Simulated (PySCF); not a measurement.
# State search for Cl2

Unrestricted PBE0; Cl def2-SVPD; no relativity (PySCF 2.14). Outer shells of the fragments: Cl 3s2 3p5; Cl 3s2 3p5.

Followed along the bond (rough minima from three points):

```
2Ms+1  unpaired  ⟨S²⟩ at the start  R at minimum (Å)  Te (eV)
    1      none               0.00              2.03     0.00
    3  σ ↑, π ↑               2.01  none in the scan   ≤ 1.72
```

Solutions found at the starting distance of 1.940 Å, counted from the lowest of them; the search is not exhaustive and high or unbound solutions are not listed, so other states can lie among these:

```
2Ms+1  unpaired   term  E (eV)  ⟨S²⟩  ⟨Lz²⟩
    1      none    ¹Σ⁺    0.00  0.00   0.00
    3  σ ↑, π ↑     ³Π    3.12  2.01   1.01
    1  σ ↓, π ↑  mixed    3.42  1.01   1.01
    3      π ↑↑    ³Σ⁻    7.29  2.01   0.00
    3      σ ↑↑    ³Σ⁺    7.35  2.00   0.00
    3      π ↑↑  mixed    9.70  2.00   2.00
```

A term symbol is given only where ⟨S²⟩ and ⟨Lz²⟩ are close to those of a pure state; real π, δ and φ orbitals otherwise mix terms, and g/u labels are left off.

The measured ground state is X ¹Σg+ (Huber and Herzberg, Constants of Diatomic Molecules (1979)).

Counting both spins, an empty level lies below a filled one in some of these solutions, because spin and occupation are held.
